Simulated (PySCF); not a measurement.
Sulfur: a sound run and one with changed settings

Sound run: S [Ne] 3s2 3p4, S+ [Ne] 3s2 3p3. Computed with PySCF 2.14 in 6-31G*, with the non-relativistic Hamiltonian (point nucleus). In the sound run the correlated levels freeze [Ne]. The sound run starts from symmetry-adapted Hartree-Fock orbitals and uses a fine grid where one is needed.

Changed run: all electrons correlated in a basis built for the valence shell.

```csv
species,method,sound run (hartree),changed run (hartree),converged
S,MP2,-397.55092,-397.55692,yes
S,CCSD(T),-397.56991,-397.57535,yes
S+,MP2,-397.20271,-397.20853,yes
S+,CCSD(T),-397.22125,-397.22656,yes
```

Ionisation energy of S:

```
 method  sound run (eV)  changed run (eV)
    UHF           9.148             9.148
    MP2           9.475             9.480
SCS-MP2           9.503             9.509
   CCSD           9.475             9.478
CCSD(T)           9.487             9.491
```

A valence basis has no tight correlating functions, so it recovers only part of the core correlation, and not evenly between atom and ion.

For comparison, NIST gives 10.360 eV between the lowest levels.
